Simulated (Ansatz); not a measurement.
**Diamond-structure Si**

Level of theory: PBE-D3(BJ) (Ansatz, a program for electronic structure, plane waves, PAW).

Numerical settings: plane-wave cutoff 520 eV, 12×12×12 k mesh, Fermi–Dirac smearing 0.01 eV, scalar-relativistic PAW data made under PBE.

Cell: relaxed at this level.

```json
{
 "equilibrium_volume_per_atom": "19.92 Å³/atom",
 "bulk_modulus": "91.3 GPa",
 "lattice_constant_a": "5.421 Å",
 "band_gap": "0.56 eV (indirect)",
 "smallest_direct_gap_on_the_k_points_sampled": "2.56 eV",
 "width_of_the_whole_s_p_valence_band": "12.00 eV",
 "pressure derivative B′ of the bulk modulus": "4.9"
}
```

Measured, for comparison: equilibrium volume per atom 19.91 Å³/atom, lattice constant a 5.421 Å (static lattice: zero-point anharmonic expansion removed; as tabulated in Mejia-Rodriguez and Trickey (2018), arXiv:1807.09216); bulk modulus 101 GPa (0 K value with zero-point phonon effects removed; as tabulated in Sun et al. (2011), doi:10.1103/physrevb.84.035117). Computed (rounded) less measured: equilibrium volume per atom +0.1 %, bulk modulus -10 %, lattice constant a 0.0 %.

The computed numbers hold no vibrational or temperature effects.

Computing time: roughly 13 core-seconds.
